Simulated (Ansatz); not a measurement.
# MgSiH2 (singlet): from Hartree-Fock to the top rungs at scale of all distances = 1.139, 6-31G

Aim: climb from Hartree-Fock through coupled cluster and multireference methods for MgSiH2 (singlet) at one geometry and basis, and see what each rung misses.

Program: Ansatz 0.2.0, Gaussian basis. Level of theory: 6-31G, core rule «outside noble gas», up to 10 orbitals frozen. These are calculated values, not measurements.

To be run: UHF; CCSD(T) on RHF; CCSD(T) on UHF; BCCD(T) on RHF; CISD; CCSDT(Q) on RHF; CCSDT(Q) on UHF; CCSDTQ on RHF; CASSCF and MRCISD+Q, 2 electrons in 2 orbitals; CASSCF and NEVPT2, 2 electrons in 2 orbitals; Full CI.

20 further runs of the same task are left out: 8 for a known fault of the program, 9 that didn't finish, 3 set aside as unsound or not needed.

### 1 What is computed

The geometry derives from a PBE0/def2-TZVP stationary point (not a proven minimum). All distances are scaled together.

4 atoms, charge 0, spin multiplicity 1.

Atoms are counted from 1 here; the program's logs count them from 0.

Bond lengths: Si1–Mg2 3.042 Å, Mg2–H4 1.958 Å. Angles: Si1–Mg2–H4 177.9°.

### 2 UHF

in.yaml reads:

```yaml
crystal:
  periodic: [false, false, false]
  atoms:
    - {symbol: Si, position_ang: [0.000000, -0.086340, 1.450720]}
    - {symbol: Mg, position_ang: [0.000000, 0.029584, -1.589217]}
    - {symbol: H, position_ang: [0.000000, 1.661596, 1.445137]}
    - {symbol: H, position_ang: [0.000000, 0.030817, -3.546719]}
basis:
  gaussian: {orbitals: 6-31G}
magnetization: {spin_polarized: true, initial_magnetization: 0}
hamiltonian: {xc: hf}
output: {orbitals: {seedname: orbitals}}
```

Launch:

```console
ansatz run in.yaml --threads 1 --pin off --events-out ev --progress --plain --max-ram 2393MiB
```

The runs that follow: CCSD(T) on RHF; CCSD(T) on UHF; BCCD(T) on RHF; CISD; CCSDT(Q) on RHF; CCSDT(Q) on UHF; CCSDTQ on RHF; CASSCF and MRCISD+Q, 2 electrons in 2 orbitals; CASSCF and NEVPT2, 2 electrons in 2 orbitals; Full CI.

**Question.** What will the summary of the whole plan be? Wanted: FCI below the RHF energy; RMP2 from FCI; UMP2 from FCI; RCCSD from FCI; RCCSD(T) from FCI; UCCSD(T) from FCI; RCCSDT(Q) from FCI; UCCSDT(Q) from FCI; NEVPT2 pair from FCI.

**Answer**, as computed:

```
                         quantity                                                                                      value
         FCI below the RHF energy                                                                                 -2.6323 eV
                    RMP2 from FCI                                                                            +20.73 kcal/mol
                    UMP2 from FCI                                                                            +21.63 kcal/mol
                   RCCSD from FCI                                                                             +1.72 kcal/mol
                RCCSD(T) from FCI                                                                             +0.62 kcal/mol
                UCCSD(T) from FCI                                                                             +0.63 kcal/mol
               RCCSDT(Q) from FCI                                                                             +0.04 kcal/mol
               UCCSDT(Q) from FCI                                                                             +0.05 kcal/mol
             NEVPT2 pair from FCI                                                                            +17.01 kcal/mol
           MRCISD+Q pair from FCI                                                                             -0.34 kcal/mol
levels within 1 kcal/mol (43 meV)  RCCSD(T), UCCSD(T), BCCD(T), RCCSDT, UCCSDT, RCCSDT(Q), UCCSDT(Q), RCCSDTQ, MRCISD+Q pair
                    T1 diagnostic                                                                                      0.022
   effectively unpaired electrons                                                                                       0.14
```

**Reading.** RCCSD(T) lands +0.62 kcal/mol from the yardstick (1.0 % of the correlation energy). MRCISD+Q pair falls below full CI: the +Q correction isn't variational, and the cores differ from full CI's. One determinant dominates. Of the multireference levels listed MRCISD+Q pair comes nearest in total energy (-0.34 kcal/mol), which doesn't show that its space is the better one. These misses are within one basis, not against nature.
